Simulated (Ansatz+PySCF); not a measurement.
The numbers below are computed, except where a source is named.
A run of PySCF 2.14.0 on doublet PO at this shape:

```yaml
atoms:
  - { symbol: P, position_ang: [0.0000, 0.0000, 0.0000] }
  - { symbol: O, position_ang: [0.0000, 0.0000, 1.6800] }
```

Its results:

- Converged: yes
- Reference energy: -415.44111 hartree
- CCSD correlation energy: -0.21150 hartree
- Triples correction: -0.01166 hartree
- Total energy: -415.66427 hartree
- Spin squared of the determinant: 0.759

Which input gives this output? Name the method, the orbitals and the basis set, and write the input.

UHF-CCSD(T) in 6-31G.

```python
from pyscf import gto, scf, cc

mol = gto.M(atom="""
P 0.000000 0.000000 0.000000
O 0.000000 0.000000 1.680000
""", basis='6-31g', charge=0, spin=1)
mf = scf.UHF(mol)
mf.kernel()
mycc = cc.CCSD(mf, frozen=6).run()
et = mycc.ccsd_t()
print(mf.e_tot, mycc.e_corr, et, mycc.e_tot + et)
```

The reference isn't the lowest determinant (another lies 1.08 eV lower), but the same method gives a higher total on the lower determinant.
